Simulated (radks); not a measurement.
**Ionisation of N²⁺: one atom, several choices of exchange strength α**

One table from this session's results is given with a row withheld; the runs are named, their logs left out.

Program: radks (a radial shooting solver on a logarithmic mesh, Libxc functionals) version 1. Level of theory: Dirac Kohn-Sham, spin-unpolarised, spherical densities, finite nucleus; open shells are shared between the two j in proportion to 2j + 1. These are calculated values, not measurements, unless marked.

### The atom as given

- element: nitrogen (Z = 7)
- charge: +2
- electrons: 5
- configuration: [He] 2s2 2p1
- ion: N³⁺, [He] 2s2
- choices: α = 0.667; α = 0.779; α = 0.787; α = 0.855; α = 0.888

The outer shells:

N²⁺
```
[He] core
2s [↑↓]
2p [↑ ][  ][  ]
```

N³⁺
```
[He] core
2s [↑↓]
```

The first run:

Settings of this run:

```text
Z 7
configuration [He] 2s2 2p1
relativity Dirac
functional xalpha 0.667
spin unpolarised
j_filling average
nucleus finite rms 2.5582 fm
c 137.035999084
```

Steps of the session up to this table: α = 0.667: N²⁺.

One table of the session follows, with a row left open; its other results are not shown here.

It belongs to the step «α = 0.667: N²⁺». Sizes of the orbitals, from the radial functions (bohr):

| level | <r> | outermost maximum (interpolated) | 90 % within |
| --- | --- | --- | --- |
| 1s1/2 | ? | ? | ? |
| 2s1/2 | 1.181 | 0.961 | 1.85 |
| 2p1/2 | 1.143 | 0.856 | 1.89 |
| 2p3/2 | 1.144 | 0.856 | 1.90 |

**Question.** Estimate the row for 1s1/2.

As computed: <r>: 0.2310; outermost maximum (interpolated): 0.149; 90 % within: 0.414. In the column «<r>» it is the lowest.

To keep in mind: Spin polarisation and multiplet splitting are left out, so open shells lie too high by an amount that depends on their filling.
